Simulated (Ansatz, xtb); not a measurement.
## Relaxing a trial structure of FH2SSi−

The starting geometry of this gas-phase singlet was built from a drawn formula by distance geometry and a force field; its bonds are those of `FS[SiH2-]`.

```csv
atom,x (Å),y (Å),z (Å)
F,-0.9095,1.2302,-2.0161
S,0.6193,0.7803,-1.8590
Si,0.2870,-0.5469,-0.1832
H,-0.1903,0.2362,1.0148
H,1.5744,-1.2192,0.2196
```

Predict what becomes of its bonds when it is optimised with r2SCAN-D4/def2-SVPD.

It keeps its links, though one stretches towards breaking, and is `FS[SiH2-]`. Distances that change by over a tenth: F1–S2 (1.60 → 1.79 Å).

The energy falls by 0.97 eV over 9 steps:

```tsv
step	E − E(last) (eV)
1	0.970
2	0.280
3	0.109
4	0.056
5	0.028
6	0.003
7	0.000
8	0.000
9	0.000
```

Final geometry (Å):

```json
{"atom": "F", "x (Å)": "-0.8319", "y (Å)": "0.9553", "z (Å)": "-2.5632"}
{"atom": "S", "x (Å)": "0.5334", "y (Å)": "1.0958", "z (Å)": "-1.4118"}
{"atom": "Si", "x (Å)": "0.0840", "y (Å)": "-0.5260", "z (Å)": "-0.0696"}
{"atom": "H", "x (Å)": "0.1634", "y (Å)": "0.2007", "z (Å)": "1.2723"}
{"atom": "H", "x (Å)": "1.4320", "y (Å)": "-1.2452", "z (Å)": "-0.0516"}
```

From the same start GFN2-xTB ends elsewhere, at `F[SiH2][S-]`.

The end wasn't checked by frequencies. Run with Ansatz 0.2.0, 62 s on 1 thread of AMD EPYC (Zen 3), on a shared host.
